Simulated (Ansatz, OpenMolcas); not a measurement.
**A ladder of methods for BF (SMILES [B]F)**

BF: 2 atoms, total charge 0, spin state singlet. As SMILES, `[B]F`. The shape is that of a PBE0-D4/def2-TZVP optimisation.

```xyz
2

B     0.0000    0.0000   -0.0094
F     0.0000    0.0000    1.2537
```

Each level gives the energy change with the B1–F2 bond stretched from 1.263 to 2.526 Å (eV). The values are calculated.

```tsv
level	kind	program	value (eV)	less FCI/STO-3G	CPU time (all runs)
revPBE/STO-3G (restricted)	GGA	Ansatz	7.43	+0.68	0.64 s
M06-2X/STO-3G (restricted)	hybrid meta-GGA	OpenMolcas	9.07	+2.32	6.5 s
PBE0/STO-3G (restricted)	global hybrid	OpenMolcas	8.60	+1.85	5.2 s
r2SCAN0/STO-3G (restricted)	hybrid meta-GGA	Ansatz	8.84	+2.09	1 s
RPA@PBE/STO-3G (restricted)	RPA	Ansatz	6.85	+0.10	0.91 s
MP2/STO-3G (restricted)	perturbation theory	Ansatz	8.52	+1.77	0.12 s
CASPT2(2,2)/STO-3G	multireference	OpenMolcas	6.98	+0.23	3 s
CCSD/STO-3G (restricted)	coupled cluster or CI	Ansatz	6.66	-0.09	0.18 s
FCI/STO-3G	exact in the basis	Ansatz	6.75	0.00	0.21 s
```

FCI/STO-3G is exact within its basis and frozen core, so for wave-function methods in that basis the difference is their error; functionals converge differently with the basis, so for them it is only a difference. The first shape isn't each level's own minimum. The values span 6.66 to 9.07 eV. All rows use very small basis sets, so even the best lies far from the true value. CPU times are rough (shared hosts, several kinds of processor): they show what a rung costs within a factor of a few.
